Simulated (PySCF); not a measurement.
One molecule, one basis, several functionals.

Species: C2H4Cl2.
SMILES: `CC(Cl)Cl`

PySCF, def2-SVPD basis, density fitting, gas phase, PBE0-D3(BJ)/def2-SVP geometry; singlet excitations by full TDDFT with frozen cores, triplets by Tamm–Dancoff TDDFT and ionisation energies by ΔSCF, from the lowest of the holes tried. One functional is left out:

```
functional  exact exchange (%)  HOMO energy (eV)  LUMO energy (eV)  lowest singlet excitation (eV)  lowest triplet excitation (eV)  dipole moment (D)  mean polarisability (au)  vertical ionisation energy (eV)
       LDA                   0             -7.45             -1.37                            6.28                            5.89              2.097                      57.5                            10.81
       PBE                   0             -7.36             -1.23                            6.31                            5.84              2.069                      57.0                            10.66
      PBE0                  25             -8.76             -0.18                            6.94                            6.27              2.136                      54.7                            10.98
 BHandHLYP                  50            -10.01              0.81                            7.34                            6.58              2.170                      53.4                            11.23
```

Task: Predict the row of B3LYP (20 % exact exchange) by straight lines through the other rows, and check it.

Result: 
```json
{"property": "HOMO energy (eV)", "line": "-8.46", "computed": "-8.47", "computed − line": "-0.01", "PBE0 (25 %), for comparison": "-8.76"}
{"property": "LUMO energy (eV)", "line": "-0.44", "computed": "-0.45", "computed − line": "-0.01", "PBE0 (25 %), for comparison": "-0.18"}
{"property": "lowest singlet excitation (eV)", "line": "6.74", "computed": "6.79", "computed − line": "+0.05", "PBE0 (25 %), for comparison": "6.94"}
{"property": "lowest triplet excitation (eV)", "line": "6.16", "computed": "6.17", "computed − line": "+0.01", "PBE0 (25 %), for comparison": "6.27"}
{"property": "dipole moment (D)", "line": "2.120", "computed": "2.100", "computed − line": "-0.020", "PBE0 (25 %), for comparison": "2.136"}
{"property": "mean polarisability (au)", "line": "55.6", "computed": "55.4", "computed − line": "-0.2", "PBE0 (25 %), for comparison": "54.7"}
{"property": "vertical ionisation energy (eV)", "line": "10.93", "computed": "10.92", "computed − line": "-0.01", "PBE0 (25 %), for comparison": "10.98"}
```
